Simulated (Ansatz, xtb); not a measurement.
**Two isomers of C2H5F2N+**

We compare X, the doublet with the links of `[CH2]C([NH3+])(F)F`, with Y, the doublet with the links of `[NH3+][C@H](F)[CH]F`. Both are isolated ions in the gas phase, relaxed with B3LYP-D3(BJ)/def2-SVP; the shapes shown needn't be the lowest conformers.

X (Å):

```xyz
10

C     0.1848   -0.4858    1.6247
C    -0.3874    0.2316    0.4707
F    -1.6026   -0.1882    0.1296
F     0.4099    0.2533   -0.5938
N    -0.6140    1.7560    0.7705
H    -0.4884   -0.9571    2.3438
H     1.2699   -0.5720    1.7114
H     0.2751    2.2261    0.9994
H    -1.0153    2.2091   -0.0685
H    -1.2701    1.8871    1.5554
```

Y (Å):

```xyz
10

C    -1.1919    2.0635    0.6987
C    -0.6308    2.6341   -0.5425
F    -1.2504    0.7033    0.7063
F     0.6651    2.4134   -0.7105
N    -0.2488    2.3761    1.8598
H    -0.2335    3.3795    2.0975
H     0.7114    2.0948    1.5973
H    -0.5207    1.8371    2.6971
H    -2.1822    2.4819    0.9376
H    -1.2113    2.9225   -1.4215
```

Quicker runs give these differences E(Y) − E(X): GFN2-xTB −1.6 kcal/mol; HF/STO-3G +5.5 kcal/mol (at GFN2-xTB geometries); r2SCAN-D4/def2-SVP +9.1 kcal/mol (at GFN2-xTB geometries).

Q: Estimate E(Y) − E(X) at the level CCSD(T)/def2-SVP + ΔMP2/def2-TZVPP.

A: Calculated at CCSD(T)/def2-SVP + ΔMP2/def2-TZVPP: E(Y) − E(X) = +7.1 kcal/mol, so structure X lies lower.

How the difference moves with the method:

| level | geometry | E(Y) − E(X) (kcal/mol) | departure from the last row (kcal/mol) | job, with rough time for the two |
| --- | --- | --- | --- | --- |
| GFN2-xTB | GFN2-xTB | −1.6 | −8.7 | optimisation, 0.14 s |
| HF/STO-3G | GFN2-xTB | +5.5 | −1.6 | single point, 0.3 s |
| r2SCAN-D4/def2-SVP | GFN2-xTB | +9.1 | +2.0 | single point, 3.3 s |
| B3LYP-D3(BJ)/def2-SVP | B3LYP-D3(BJ)/def2-SVP | +6.6 | −0.5 | optimisation, 37 s |
| HF/def2-SVP | B3LYP-D3(BJ)/def2-SVP | +9.6 | +2.5 | part of the CCSD(T) run |
| MP2/def2-SVP | B3LYP-D3(BJ)/def2-SVP | +9.4 | +2.3 | part of the CCSD(T) run |
| CCSD(T)/def2-SVP | B3LYP-D3(BJ)/def2-SVP | +8.4 | +1.3 | single point |
| CCSD(T)/def2-SVP + ΔMP2/def2-TZVPP | B3LYP-D3(BJ)/def2-SVP | +7.1 |  | single point, 42 s |

As drawn, both hold the same kinds of bond in the same numbers.

GFN2-xTB puts the two in the other order. The largest departure from CCSD(T)/def2-SVP + ΔMP2/def2-TZVPP is that of GFN2-xTB, 8.7 kcal/mol. The last row adds to CCSD(T) the change of the MP2 difference between the two basis sets, here −1.3 kcal/mol.

With harmonic frequencies from B3LYP-D3(BJ)/def2-SVP (ideal gas, rigid rotor, one conformer each, 298.15 K, 1 atm): the zero-point term adds +1.5 kcal/mol; ΔH is +8.5 and ΔG +8.4 kcal/mol.

Open shells are spin-unrestricted. The correlated steps freeze 5 core orbitals. Mirror images aren't counted in ΔG. Codes used: Ansatz 0.2.0, xtb 6.7.1; the last row on 2 threads of Intel(R) Xeon(R) 6975P-C (Granite Rapids) on a shared host.
